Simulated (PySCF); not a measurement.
These are B3LYP-D3(BJ)/def2-TZVP // PBE0-D4/def2-TZVP run with PySCF values and carry that method's errors. Gas-phase values, no solvent. B3LYP has the VWN-RPA correlation part, as in Gaussian. 

Reference species (SMILES): `[O]C` (neutral, multiplicity 2).

The highest occupied spin orbital is -7.48 eV.

Changed species: `O=[CH]` (radical fragment; the reference has radical fragment).

Q: Give the shifts of the highest occupied spin orbital.

A: the highest occupied spin orbital goes up by 1.34 eV, to -6.14 eV.
